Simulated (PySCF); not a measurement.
# Assignment exercise: C5H3N

Mapped SMILES: `[CH2:1]=[CH:2][C:3]#[C:4][C:5]#[N:6]`. Hydrogens are named by the atom that carries them. Ha(C1) is cis to C3; Hb(C1) is trans to C3.

- GFN2-xTB geometry
- shieldings: GIAO PBE0/pcSseg-1
- spin–spin couplings from B3LYP/pcJ-1
- run in PySCF 2.14.0 with density-fitted response routines
- no solvent, one computed conformer, non-relativistic Hamiltonian

Chemical shifts δ = σref − σ; TMS for ¹³C (σref 186.93) and ¹H (σref 31.72), all at this level.

Q: Assign these signals to the numbered atoms. ¹³C{¹H} NMR (computed): δ 148.2, 121.2, 111.4, 83.8, 76.4.

A: 
148.2 → C1, terminal =CH2 carbon: an sp2 carbon of a C=C bond
121.2 → C2, alkene CH: an sp2 carbon of a C=C bond
111.4 → C5, nitrile carbon: typical of a nitrile
83.8 → C3, alkyne carbon: sp carbons lie upfield of alkene carbons because the cylindrical π system leaves one tensor component strongly shielded
76.4 → C4, alkyne carbon

Q: Assign these signals to the numbered atoms. ¹H NMR (500 MHz, computed): δ 6.63 (d, J = 19.6 Hz, 1H), 6.43 (d, J = 13.7 Hz, 1H), 6.13 (dd, J = 19.6, 13.7 Hz, 1H).

A: 
| δ (ppm) | atoms | environment | reason |
| --- | --- | --- | --- |
| 6.63 | Ha(C1) | hydrogen on a terminal =CH2 carbon | olefinic region |
| 6.43 | Hb(C1) | hydrogen on a terminal =CH2 carbon | – |
| 6.13 | H(C2) | hydrogen on an alkene CH | olefinic region |

Splittings below 1 Hz are ignored in the labels, and close J values are merged. Unscaled 3J(H,H) at this level run about 10 % above measured values. Shifts are as computed. Against solution values, carbons near 30 ppm lie about +3 ppm off and those near 130 ppm about +5 ppm. Of 1211 compounds with measured shifts, 218 miss one by over three times the rms of a fit or turn the order of signals round; such compounds aren't used in these exercises.
